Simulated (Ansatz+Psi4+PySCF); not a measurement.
**doublet HNO(+): levels of theory in one basis**

```xyz
3

N     0.0000    0.0074   -0.0060
H     0.0000    0.8513    0.6194
O     0.0000   -0.9806    0.7112
```

Basis set: cc-pVTZ (spherical functions). Left uncorrelated: 2 orbitals. Correlation on ROHF uses semicanonical orbitals with singles. Charge 1, multiplicity 2.

Computed with Ansatz (development build ahead of 0.2.0) and Psi4 1.11; each method stands on the lowest determinant of its kind that the runs found.

```csv
method,E − E(ROHF) (eV),<S²> of the determinant
ROHF,0.00,0.75
UHF,-0.42,1.09
ROHF-MP2,-11.00,–
UHF-MP2,-10.46,1.09
UHF-CCSD,-11.59,1.09
```

(1) What does UHF-CCSD(T) give on the same scale?

Results:

(1) -12.15 eV.

Caution for UHF, UHF-MP2, UHF-CCSD, UHF-CCSD(T): the unrestricted determinant is spin contaminated.
